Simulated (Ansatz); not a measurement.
# Niobium, bcc under LDA: how the Gaussian smearing moves the result

Aim: find which Gaussian smearing width is enough for energy and pressure. The geometry was relaxed under LDA beforehand and stays fixed; 7 values are run, from 0.01 to 1.0 eV. Wanted are the values from which on the energy stays within 10 and 1 meV/atom, and the pressure within 0.5 GPa, of the narrowest run. Within the series other settings stay, but some runs also write fields, which adds to their time. Spin polarisation is left out.

Program: Ansatz 0.2.0. Level of theory: DFT LDA, plane waves with PAW, scalar-relativistic. These are calculated values, not measurements.

**1. Starting point**

The structure is cubic, space group Im-3m (No. 229). Conventional cell: a = 3.246 Å, b = 3.246 Å, c = 3.246 Å, α = 90.00°, β = 90.00°, γ = 90.00°. Nb (site symmetry m-3m) is surrounded by 8 Nb at 2.81 Å.

Coordinates:

```
CELL_PARAMETERS angstrom
-1.62311 1.62311 1.62311
1.62311 -1.62311 1.62311
1.62311 1.62311 -1.62311
ATOMIC_POSITIONS crystal
Nb 0.00000 0.00000 0.00000
```

**2. With a width of 0.01 eV**

The run at 0.01 eV.

input.yaml

```yaml
crystal:
  lattice:
    - [-1.6231103068, 1.6231103068, 1.6231103068]
    - [1.6231103068, -1.6231103068, 1.6231103068]
    - [1.6231103068, 1.6231103068, -1.6231103068]
  atoms:
    - { symbol: Nb, position: [0.0, 0.0, 0.0] }
hamiltonian:
  xc: lda
  pseudopotentials:
    kind: paw
    azcp:
      Nb: "pseudopotentials/Nb.paw.azcp"
basis:
  ecutwfc: 420
  fft_grid_basis: typed
kpoints:
  mp_grid: { grid: [14, 14, 14], shift: [0, 0, 0] }
magnetization:
  spin_polarized: false
scf:
  occupations: { method: gaussian, width: 0.01 }
  lower_state_search: "off"
output:
  stress: true
```

Command:

```
$ ansatz run input.yaml --threads 2 --pin off --max-ram 5120MiB --backend cpu --events-out ev --progress --plain --runs-dir out
```

**3. With a width of 0.03 eV**

The run at 0.03 eV.

Edit input.yaml of step 2 so:

```diff
@@ -21,3 +21,3 @@
 scf:
-  occupations: { method: gaussian, width: 0.01 }
+  occupations: { method: gaussian, width: 0.03 }
   lower_state_search: "off"
```

**4. With a width of 0.1 eV**

The run at 0.1 eV.

Edit input.yaml of step 3 so:

```diff
@@ -21,3 +21,3 @@
 scf:
-  occupations: { method: gaussian, width: 0.03 }
+  occupations: { method: gaussian, width: 0.1 }
   lower_state_search: "off"
```

**5. With a width of 0.2 eV**

The run at 0.2 eV.

Edit input.yaml of step 4 so:

```diff
@@ -21,3 +21,3 @@
 scf:
-  occupations: { method: gaussian, width: 0.1 }
+  occupations: { method: gaussian, width: 0.2 }
   lower_state_search: "off"
```

**6. With a width of 0.3 eV**

The run at 0.3 eV.

Edit input.yaml of step 5 so:

```diff
@@ -21,3 +21,3 @@
 scf:
-  occupations: { method: gaussian, width: 0.2 }
+  occupations: { method: gaussian, width: 0.3 }
   lower_state_search: "off"
@@ -25 +25,5 @@
   stress: true
+  write_density: true
+  write_potential: true
+  elf: true
+  volumetric_format: npy
```

**7. With a width of 0.6 eV**

The run at 0.6 eV.

Edit input.yaml of step 6 so:

```diff
@@ -21,3 +21,3 @@
 scf:
-  occupations: { method: gaussian, width: 0.3 }
+  occupations: { method: gaussian, width: 0.6 }
   lower_state_search: "off"
@@ -25,5 +25 @@
   stress: true
-  write_density: true
-  write_potential: true
-  elf: true
-  volumetric_format: npy
```

**8. With a width of 1.0 eV**

The run at 1.0 eV.

Edit input.yaml of step 7 so:

```diff
@@ -21,3 +21,3 @@
 scf:
-  occupations: { method: gaussian, width: 0.6 }
+  occupations: { method: gaussian, width: 1.0 }
   lower_state_search: "off"
```

(Steps that only read results are left out.)

What does the calculation give?

As calculated:

| quantity | value |
| --- | --- |
| E(σ → 0) stays within 10 meV/atom of 0.01 eV | up to 0.3 eV |
| E(σ → 0) stays within 1 meV/atom | up to 0.2 eV |
| pressure stays within 0.5 GPa | up to 0.2 eV |
| pressure at 0.01 eV | 0.05 GPa |
| energy of a separate run on a finer mesh (22×22×22) | -5.9 meV/atom from 0.01 eV |

In words: The far end, 1.0 eV, lies -38.3 meV/atom and +3.2 GPa from the yardstick. The free energy F moves by -295.2 meV/atom over the range, and the estimate for σ → 0 by -38.3. In theory F falls as the square of the width under this scheme, but here the ratio is not steady: the mesh at narrow widths, or a density of states that varies over the wide ones, can both cause that. The mesh (14×14×14) is fixed, so the narrowest widths carry a k-point error of their own. The yardstick itself is unsettled by 5.9 meV/atom against the finer mesh, so the thresholds above hold only within this series, and wider smearing, which averages over more states, can land nearer the fine-mesh value than the narrowest does. The cell taken over is 5 % smaller than the measured one (17.98 Å³/atom, COD).
